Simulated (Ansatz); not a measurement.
The input, for Ansatz 0.2.0:

```yaml
crystal:
  periodic: [false, false, false]
  atoms:
    - {symbol: N, position_ang: [-0.015433, -0.009008, 0.077133]}
    - {symbol: C, position_ang: [-0.016266, -0.025151, -1.097488]}
    - {symbol: H, position_ang: [0.031698, 0.034159, 1.020355]}
basis:
  gaussian: {orbitals: 6-31G}
magnetization: {spin_polarized: false}
hamiltonian: {pseudopotentials: {relativity: scalar}}
correlation: {method: mp2, electrons: all}
scf: {lower_state_search: off}
output: {forces: true}
```

```sh
$ ansatz run in.yaml --threads 1 --pin off --events-out ev --progress --plain --max-ram 2393MiB
```

Log:

```
these checks for a lower state are left out or cut short: starts, cluster_reference, orbital_swaps, neighbouring_geometries, increment
291 factors; integrals over basis functions are off by at most 1.9e-4 eV
mean field evaluation 1: about -2525.9751 eV, gradient 1.8e1 eV
mean field evaluation 2: about -2525.9835 eV, gradient 1.8e1 eV
mean field evaluation 4: about -2526.6945 eV, gradient 2.8e0 eV
mean field evaluation 8: about -2526.7149 eV, gradient 5.5e-3 eV
mean field -2526.71491784 eV, -92.8550605617 hartree, gradient 8.9e-6 eV, S^2 0.000000; 0 other end points of the search recorded, 0 dependent functions left out
reference -2526.71491784 eV, -92.8550605617 hartree; 7, 7 occupied and 13, 13 virtual orbitals, 291 factors
second order -5.20536105 eV of doubles, -0.00000000 eV of singles
the calculation of the forces begins
Total energy: -2531.92027889 eV, -93.0463540520 hartree
Relativity: scalar
Atom 0 at    -0.015433    -0.009008     0.077133 Å, force    -0.074505    -0.055834    -0.557106 eV/Å
Atom 1 at    -0.016266    -0.025151    -1.097488 Å, force    -0.041872    -0.063967    -2.766587 eV/Å
Atom 2 at     0.031698     0.034159     1.020355 Å, force     0.116377     0.119801     3.323693 eV/Å
Dipole moment:     0.023894     0.024401     0.667641 e Å
Checks for a lower state left out: starts, cluster_reference, orbital_swaps, neighbouring_geometries, increment
```

Forces (eV/Å):
```
N   -0.075 -0.056 -0.557
C   -0.042 -0.064 -2.767
H    0.116  0.120  3.324
```

Ran on 1 thread of Arm Neoverse V1, shared host: 0.18 s wall, 0.06 GiB peak host memory.
